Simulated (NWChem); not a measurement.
# silicon monoxide (OSi) in NWChem

```xyz
2

Si     0.0000     0.0000     0.5539
O      0.0000     0.0000    -0.9694
```
Charge 0, spin multiplicity 1.

Program: NWChem. Structure: optimised with PBE0/def2-SVP, a minimum by its harmonic frequencies.

Symmetry labels belong to the abelian group C2v used in the runs, with the axes of the coordinates shown; states degenerate in a higher group split over its labels.

Task: List the lowest 3 singlet excitations that CIS/def2-SVPD gives, with oscillator strengths.

Result: 
```
state  symmetry  energy (eV)  wavelength (nm)      f
-----  --------  -----------  ---------------  -----
1            a2         6.05              205  0.000
2            b1         6.28              197  0.153
3            b2         6.28              197  0.153
```
